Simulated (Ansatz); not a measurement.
**SbH3, singlet: the ladder up to RCCSDT(Q)**

Geometry: a PBE0/def2-TZVP stationary point for this spin, not checked as a minimum.

| atom | x (Å) | y (Å) | z (Å) |
| --- | --- | --- | --- |
| Sb | 0.0001 | 0.0000 | -0.0233 |
| H | 1.4065 | 0.0119 | 0.9449 |
| H | -0.7203 | 1.2165 | 0.9342 |
| H | -0.7001 | -1.2277 | 0.9349 |

Basis def2-TZVPP with its core potentials; Ansatz 0.2.0. Correlated methods freeze the noble-gas cores and the filled d shells of p-block atoms, which leaves 8 electrons in 83 orbitals. Prefix R: restricted or restricted open-shell reference. Active spaces: valence = (8e, 7o) chosen from the atoms' valence shells. No spin–orbit coupling is included; scalar relativity enters through the core potentials alone.

Full CI isn't at hand for all of this; RCCSDT(Q) serves as the reference, and is uncertain by about the last step of the cluster series.

The UHF ⟨S²⟩ is 0.000. The T1 diagnostic (RCCSD) is 0.0136 and the largest doubles amplitude (RCCSD) is 0.042.

```tsv
level	E − E(RHF) (eV)
RMP2	-3.8089
RCCSD	-4.5723
RCCSD(T)	-4.7064
```

(1) Estimate how far RCCSDT(Q) in def2-TZVPP lies from RCCSD(T). The table doesn't fix it; the size of (T) and the diagnostics are the guide.

(1) RCCSDT(Q) in def2-TZVPP lies 26 meV below RCCSD(T), which is 20 % of the (T) step (-134 meV). The diagnostics are small and one determinant leads, so the series closes fast and only a small part of (T) is left.

The other levels:

```json
{"level": "BCCD(T)", "E − E(RCCSDT(Q)) (meV)": "26", "share of correlation (%)": "99.45", "wall time": "7.5 s"}
{"level": "RCCSDT", "E − E(RCCSDT(Q)) (meV)": "5", "share of correlation (%)": "99.89", "wall time": "–"}
{"level": "CASSCF (valence space)", "E − E(RCCSDT(Q)) (meV)": "3308", "share of correlation (%)": "30.10", "wall time": "–"}
{"level": "NEVPT2 (valence space)", "E − E(RCCSDT(Q)) (meV)": "851", "share of correlation (%)": "82.02", "wall time": "14 s"}
```

The correlation energy at RCCSDT(Q), counted from RHF, is -4.733 eV. That run took 98 s on 1 thread of Intel Xeon, shared host.

Times hold each run's SCF and search for its determinant on a shared host, so for small cases they say little of a method's own cost; they ran on 1 thread of Intel Xeon.

Natural occupations of CASSCF (valence space) about the gap: 1.996 1.973 1.964 1.964 0.038 0.038 0.029; effectively unpaired electrons, Σ n²(2−n)², 0.03.

Atomization energy (electronic, same basis, no zero-point term; atoms at the same level, unrestricted beside the R rows where the molecule is a closed shell, but restricted open-shell past Ca, as are all atoms' steps beyond CCSDT(Q)) at RCCSDT(Q): 795.1 kJ/mol. Errors of other levels:

```
                 level  error (kJ/mol)
                   RHF          -255.2
                  RMP2           -48.6
                 RCCSD            -7.4
              RCCSD(T)            -1.0
               BCCD(T)            -0.9
                RCCSDT            -0.3
CASSCF (valence space)          -117.8
NEVPT2 (valence space)           -40.3
```

This basis is far from its limit, so the value isn't to be set against a measured one.
